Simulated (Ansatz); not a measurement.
# NH4+ (singlet): wave-function methods side by side, cc-pVDZ

The task here is to estimate one member of a computed series from the others.

Computed with Ansatz 0.2.0, Gaussian basis. Level: cc-pVDZ, core rule «outside noble gas», up to 1 orbitals frozen.

The runs, in order: UHF; CCSD(T) on RHF; BCCD(T) on RHF; CISD; CCSDT(Q) on RHF; CISDTQ; CCSDTQ on RHF; CASSCF and MRCISD+Q, 8 electrons in 8 orbitals; CASSCF and MRCISD+Q(relaxed), 8 electrons in 8 orbitals; CASSCF and NEVPT2, 8 electrons in 8 orbitals; Full CI.

2 further runs of the same task are left out: 2 set aside as unsound or not needed.

**The geometry**

The geometry is a PBE0/def2-TZVP stationary point (not a proven minimum).

5 atoms, charge 1, spin multiplicity 1.

Atoms are counted from 1 here; the program's logs count them from 0.

Bond lengths: N1–H2 1.024 Å, N1–H3 1.024 Å, N1–H4 1.024 Å, N1–H5 1.024 Å. Angles: H2–N1–H3 109.5°, H2–N1–H4 109.5°, H2–N1–H5 109.5°, H3–N1–H4 109.5°, H3–N1–H5 109.5°, H4–N1–H5 109.5°.

The first run:

Contents of in.yaml:

```yaml
crystal:
  periodic: [false, false, false]
  atoms:
    - {symbol: N, position_ang: [0.000000, 0.000000, 0.000000]}
    - {symbol: H, position_ang: [0.590343, 0.592302, 0.590214]}
    - {symbol: H, position_ang: [-0.592921, -0.588246, 0.591684]}
    - {symbol: H, position_ang: [-0.588983, 0.589598, -0.594267]}
    - {symbol: H, position_ang: [0.591561, -0.593654, -0.587631]}
basis:
  gaussian: {orbitals: cc-pVDZ}
total_charge: 1
magnetization: {spin_polarized: true, initial_magnetization: 0}
hamiltonian: {xc: hf}
output: {orbitals: {seedname: orbitals}}
```

The run is started by

```bash
$ ansatz run in.yaml --threads 1 --pin off --events-out ev --progress --plain --max-ram 3956MiB --backend cpu
```

Steps of the session up to this table: UHF; CCSD(T) on RHF; BCCD(T) on RHF; CISD; CCSDT(Q) on RHF; CISDTQ; CCSDTQ on RHF; CASSCF and MRCISD+Q, 8 electrons in 8 orbitals; CASSCF and MRCISD+Q(relaxed), 8 electrons in 8 orbitals; CASSCF and NEVPT2, 8 electrons in 8 orbitals; Full CI.

One of the session's tables, all rows but one given; the rest of the session is left out.

It belongs to the step «Misses and costs». 

```
                   method  from FCI (kJ/mol)
                      RHF             +546.1
                     RMP2              +58.9
                     CISD              +32.8
                    RCCSD              +11.0
                 RCCSD(T)               +1.4
                  BCCD(T)               +1.4
                   RCCSDT                  ?
                   CISDTQ               +1.0
                RCCSDT(Q)                0.0
                  RCCSDTQ                0.0
           CASSCF valence             +273.7
           NEVPT2 valence              +62.0
           MRCISD valence               +7.6
         MRCISD+Q valence               -0.2
MRCISD+Q(relaxed) valence               -0.7
                      FCI                  0
```

**Question.** Estimate the row for RCCSDT.

The run gave: from FCI (kJ/mol): +0.7. In the column «from FCI (kJ/mol)» it lies between FCI (0) and CISDTQ (+1.0).

Limits of these values: MRCISD+Q valence, MRCISD+Q(relaxed) valence fall below full CI: the +Q correction isn't variational, and the cores differ from full CI's.
